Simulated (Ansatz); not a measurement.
# CH4BLi: the cost of one run

Program: Ansatz 0.2.0, Gaussian basis. Level of theory: B3LYP-D4/cc-pVDZ. These are calculated values, not measurements.

1 further run of the same task is left out (it didn't finish).

## Step 1: Starting geometry

SMILES `[Li][BH]C`, 7 atoms, charge 0, spin multiplicity 1.

Atoms are counted from 1 here; the program's logs count them from 0.

Bond lengths: Li1–B2 2.003 Å, B2–C3 1.598 Å, B2–H4 1.191 Å, C3–H5 1.099 Å, C3–H6 1.095 Å, C3–H7 1.092 Å. Angles: Li1–B2–C3 100.5°, Li1–B2–H4 150.8°, C3–B2–H4 108.6°, B2–C3–H5 117.2°, B2–C3–H6 106.7°, B2–C3–H7 112.9°, H5–C3–H6 106.6°, H5–C3–H7 107.0°, H6–C3–H7 105.7°.

Coordinates:

```
Li   -2.1759   -0.2055   -0.7131
B    -0.4383   -0.8882    0.0130
C     0.4223    0.4586    0.0212
H     0.2247   -1.7663    0.4698
H     0.0281    1.3092   -0.5518
H     0.4847    0.7857    1.0642
H     1.4543    0.3066   -0.3033
```

## Step 2: The run

md/in.yaml reads:

```yaml
crystal:
  periodic: [false, false, false]
  atoms:
    - {symbol: Li, position_ang: [-2.175940, -0.205530, -0.713100]}
    - {symbol: B, position_ang: [-0.438260, -0.888220, 0.012970]}
    - {symbol: C, position_ang: [0.422330, 0.458620, 0.021210]}
    - {symbol: H, position_ang: [0.224740, -1.766310, 0.469790]}
    - {symbol: H, position_ang: [0.028110, 1.309160, -0.551850]}
    - {symbol: H, position_ang: [0.484720, 0.785730, 1.064240]}
    - {symbol: H, position_ang: [1.454300, 0.306560, -0.303260]}
basis:
  gaussian: {orbitals: cc-pVDZ}
hamiltonian: {xc: {name: B3LYP}, dispersion: d4}
md: {n_steps: 80, timestep: 0.75, temperature: 300, ensemble: nve, seed: 354, initial_velocities: maxwell_boltzmann}
```

Started as:

```console
ansatz run in.yaml --threads 2 --pin off --events-out ev --progress --plain --max-ram 3481MiB
```

Q: Estimate wall time and peak memory on 2 threads of Intel Xeon at 2.50GHz, shared host.

About 2.5 min, with a peak of 0.13 GiB.
